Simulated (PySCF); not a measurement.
**From one method to the next for CN⁻**

Starting from one script, swap the method and compare what comes out for CN⁻.

The runs use PySCF 2.14.0; method and basis as typed in the scripts.

5 further runs of the same task are left out: 5 that didn't finish.

## Step 1: Where the work starts

CN⁻: 2 atoms, charge -1, spin multiplicity 1.

Bond lengths: C1–N2 1.187 Å.

## Step 2: The base run

The input, input.py:

```python
from pyscf import gto, scf, mcscf

mol = gto.M(
    atom='C 0 0 0; N 0 0 1.187',
    basis='def2-svpd',
    charge=-1,
    spin=0,
    symmetry=True,
    verbose=4,
)
mf = scf.RHF(mol)
mf.kernel()
mc = mcscf.CASCI(mf, 6, 8)
mc.kernel()
mc.analyze()
mf.dip_moment()
print('orbital energies (hartree):', mf.mo_energy[..., max(0, mol.nelec[1]-3):mol.nelec[0]+3].round(4))
```

Started as:

```
OMP_NUM_THREADS=1 python input.py
```

## Step 3: SCF alone

Edit 1 changes step after the SCF: casci → none.

Changes to input.py since step 2:

```diff
@@ -1,2 +1,2 @@
-from pyscf import gto, scf, mcscf
+from pyscf import gto, scf
 
@@ -12,5 +12,2 @@
 mf.kernel()
-mc = mcscf.CASCI(mf, 6, 8)
-mc.kernel()
-mc.analyze()
 mf.dip_moment()
```

## Step 4: Population analysis

Edit 2 changes step after the SCF: casci → analyze.

The input, input.py:

```python
from pyscf import gto, scf

mol = gto.M(
    atom='C 0 0 0; N 0 0 1.187',
    basis='def2-svpd',
    charge=-1,
    spin=0,
    symmetry=True,
    verbose=4,
)
mf = scf.RHF(mol)
mf.kernel()
mf.analyze()
print('orbital energies (hartree):', mf.mo_energy[..., max(0, mol.nelec[1]-3):mol.nelec[0]+3].round(4))
```

## Step 5: Gradient

Edit 3 changes step after the SCF: casci → gradient.

Changes to input.py since step 2:

```diff
@@ -1,2 +1,2 @@
-from pyscf import gto, scf, mcscf
+from pyscf import gto, scf
 
@@ -12,5 +12,3 @@
 mf.kernel()
-mc = mcscf.CASCI(mf, 6, 8)
-mc.kernel()
-mc.analyze()
+mf.nuc_grad_method().kernel()
 mf.dip_moment()
```

## Step 6: M062x (RKS)

Edit 4 changes functional: none (Hartree–Fock) → m062x; SCF type: RHF → RKS; step after the SCF: casci → analyze.

The input, input.py:

```python
from pyscf import gto, dft

mol = gto.M(
    atom='C 0 0 0; N 0 0 1.187',
    basis='def2-svpd',
    charge=-1,
    spin=0,
    symmetry=True,
    verbose=4,
)
mf = dft.RKS(mol, xc='m062x')
mf.kernel()
mf.analyze()
print('orbital energies (hartree):', mf.mo_energy[..., max(0, mol.nelec[1]-3):mol.nelec[0]+3].round(4))
```

**Question.** What will these runs give? Wanted: for each run, E(SCF); from base; gap; after the SCF.

The runs gave:

```tsv
run	E(SCF) (hartree)	from base (eV)	cycles	gap (eV)	after the SCF
base	-92.229847	0	9	14.78	CASCI correlation -0.057 eV
SCF alone	-92.229847	0.0000	9	14.78	n/a
population analysis	-92.229847	0.0000	9	14.78	n/a
gradient	-92.229847	0.0000	9	14.78	n/a
m062x (RKS)	-92.746493	not comparable	8	10.79	n/a
```

**Reading.** Total energies of different functionals can't be compared with each other; differences within one functional can.
